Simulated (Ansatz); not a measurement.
**SiH3F (SiFH3): methods side by side**

SiH3F has 5 atoms, charge 0, and is taken as a singlet. SMILES: `[H][Si]([H])([H])F`. Geometry: relaxed at GFN2-xTB.

Quantity: the vertical ionisation energy (to the doublet cation), in eV. The values are calculated.

```csv
level,kind,program,value (eV),less FCI/STO-3G
PBE/STO-3G,GGA,Ansatz,8.81,+0.53
revPBE/STO-3G,GGA,Ansatz,8.82,+0.54
r2SCAN/STO-3G,meta-GGA,Ansatz,9.07,+0.79
BHLYP/STO-3G,global hybrid,Ansatz,9.27,+0.99
CAM-B3LYP/STO-3G,range-separated hybrid,Ansatz,9.23,+0.95
HSE06/STO-3G,range-separated hybrid,Ansatz,9.13,+0.85
B2PLYP/STO-3G,double hybrid,Ansatz,8.99,+0.71
BCCD(T)/STO-3G,coupled cluster or CI,Ansatz,8.28,0.00
FCI/STO-3G,exact in the basis,Ansatz,8.28,0.00
```

FCI/STO-3G is exact within its basis and frozen core, so for wave-function methods in that basis the difference is their error; functionals converge differently with the basis, so for them it is only a difference. The values span 8.28 to 9.27 eV. All rows use very small basis sets, so even the best lies far from the true value.
